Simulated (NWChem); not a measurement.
# Na cation

All runs: NWChem. Pople sets run with spherical d functions. Static field.

| level | basis functions | isotropic polarisability (bohr³) | anisotropy (bohr³) |
|---|---|---|---|
| CAM-B3LYP/6-31G* | 18 | 0.5 | 0.0 |
| CAM-B3LYP/6-31+G* | 22 | 0.5 | 0.0 |
| CAM-B3LYP/def2-SVP | 15 | 0.3 | 0.0 |
| CAM-B3LYP/def2-SVPD | 18 | 0.3 | 0.0 |
| CAM-B3LYP/def2-TZVP | 32 | 1.0 | 0.0 |
| CAM-B3LYP/aug-cc-pVDZ | 27 | 0.3 | 0.0 |
| CAM-B3LYP/Sadlej pVTZ | 32 | 0.9 | 0.0 |
| CAM-B3LYP/def2-TZVPD | 35 | 1.0 | 0.0 |
| CAM-B3LYP/aug-cc-pVTZ | 50 | 0.5 | 0.0 |
